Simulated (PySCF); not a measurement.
Geometry (Å), atoms numbered from 1 in this order:
```xyz
6

O     1.109   -0.177    0.482
Si   -0.424    0.050   -0.009
H     1.841   -0.196   -0.127
H    -0.826   -1.017   -0.928
H    -0.554    1.337   -0.694
H    -1.142    0.005    1.254
```

- GFN2-xTB geometry
- NMR shieldings at PBE0/pcSseg-1/GIAO
- run in PySCF 2.14
- non-relativistic, one conformer, rapidly exchanging positions averaged, in vacuum

δ = σ(ref) − σ, references computed at the same level: TMS for ¹H and ²⁹Si; ¹⁷O vs H2O.

| atoms | nucleus | count | δ (ppm) |
| --- | --- | --- | --- |
| O1 | ¹⁷O | 1 | -2.9 |
| H3 | ¹H | 1 | 0.35 |
| Si2 | ²⁹Si | 1 | ? |
| H4/H5/H6 | ¹H | 3 | ? |

Q: Estimate the values marked ?.

A: 
- H4/H5/H6: 5.04 ppm, hydrogen on a silicon bonded to O
- Si2: -36.8 ppm, silicon bonded to O, 3 H

The OH or NH signal is concentration- and solvent-dependent in practice; the value given is the gas-phase one. Experimental scales use liquid or dissolved standards, which lie at an offset from isolated H2O (liquid H2O: subtract about 36 ppm).
